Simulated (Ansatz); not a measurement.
Tetragonal perovskite BaTiO₃ (room-temperature form, which distorts further on cooling), treated with LDA in Ansatz (plane waves, PAW).

Settings: plane-wave cutoff 520 eV, 6×6×6 k mesh, perturbation theory, no spin polarisation, scalar-relativistic PAW data made under PBE.

Cell (measured lattice):

```xyz
5
Lattice="3.9940 0.0000 0.0000 0.0000 3.9940 0.0000 0.0000 0.0000 4.0340" Properties=species:S:1:pos:R:3 pbc="T T T"
Ba     0.0000     0.0000     0.0187
Ti     1.9970     1.9970     2.0949
O      1.9970     1.9970     3.9185
O      0.0000     1.9970     1.9538
O      1.9970     0.0000     1.9538
```

Problem. What does this level give for the high-frequency dielectric constant (mean over three axes)?

Solution. 
* **high-frequency dielectric constant (mean over three axes)**: 6.18

Measured, for comparison: high-frequency dielectric constant 5.15 (room temperature, copied from a table, unchecked, long-wavelength limit of the electronic terms of a dispersion formula fitted to measured refractive indices over 0.4-0.7 um; lattice terms left out, mean of the two values across and the one along c; as tabulated in Wemple et al. (1968), doi:10.1016/0022-3697(68)90164-9). Computed (rounded) less measured: high-frequency dielectric constant not scored (unchecked).

Note: the run finds an imaginary mode (199i cm⁻¹), so the cell is a saddle point at this level; the cell isn't this level's own, so it is under some stress, which shifts stiffness and frequencies.

Spin–orbit coupling is not included.

Ansatz is a program for electronic structure.
